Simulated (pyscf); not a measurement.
F–W(F)(=Se)=Se + hydrogen chloride (HCl) → F–W(F)(Cl)(=Se)–SeH (addition across a multiple bond or ene-type step; singlet surface; Cl–H broken, H–Se, Cl–W formed). Structures and frequencies: ωB97X-D3(BJ)/def2-SVP in PySCF. Rate constants from transition-state theory at the high-pressure limit, ωB97M-D3(BJ)/def2-TZVP energies (ideal gas, 1 atm, RRHO with modes under 100 cm⁻¹ raised to 100, one conformer, R ln 2 for chiral ones without a mode under 150 cm⁻¹; no tunnelling), k in cm³ molecule⁻¹ s⁻¹.

```csv
T (K),1000/T,log10 k
298,3.354,-23.59
600,1.667,-18.21
900,1.111,?
1200,0.833,-15.12
```

Task: Fit an Arrhenius line to the three values, give the activation energy, and predict k at 900 K.

Result: Least squares gives log10 k = -12.47 − 3.34 × 1000/T, so Ea = 3.34 × ln 10 × 1.987 = 15.3 kcal/mol, against an electronic barrier of 15.0. At 900 K the line gives -16.18; the computed value is -16.23 (ΔG‡ = 43.6 kcal/mol), close to the line. On the product side the descent ends in a point that may be a rotor saddle (no frequency run), 2.2 kcal/mol over the lowest minimum found and 25.1 kcal/mol under the saddle at ωB97X-D3(BJ)/def2-TZVP. At ωB97X-D3(BJ)/def2-TZVP the barrier from the zero used here is 9.0 kcal/mol. One saddle was located; it need not be the lowest between these sides. Elements up to Kr have no core potential and no relativistic terms here. Elements past Kr carry the def2 core potentials, without spin-orbit coupling.
